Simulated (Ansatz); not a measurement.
A run of Ansatz (development build ahead of 0.2.0) on quartet MgB₂(+) at this shape:

```xyz
3

Mg    0.0000    0.0000    0.0000
B     0.0000    3.7646    2.1735
B     0.0000   -3.7646    2.1735
```

Its results:

```json
{
 "Converged": "yes",
 "Total energy": "-249.05471 hartree",
 "Spin squared of the determinant": "3.750",
 "Stability test": "minimum among restricted orbitals"
}
```

(1) Which input gives this output? Name the method, the orbitals and the basis set, and write the input.

Results:

(1) r²SCAN (restricted open-shell) in pcseg-2.

```yaml
crystal:
  periodic: [false, false, false]
  atoms:
    - { symbol: Mg, position_ang: [0.0, 0.0, 0.0] }
    - { symbol: B, position_ang: [0.0, 3.7646, 2.1735] }
    - { symbol: B, position_ang: [0.0, -3.7646, 2.1735] }
basis:
  gaussian: { orbitals: pcseg-2 }
total_charge: 1
magnetization:
  initial_magnetization: 3
hamiltonian:
  xc: r2scan
```

Caution: charge can spread falsely over distant fragments; other spin multiplicities may lie lower.
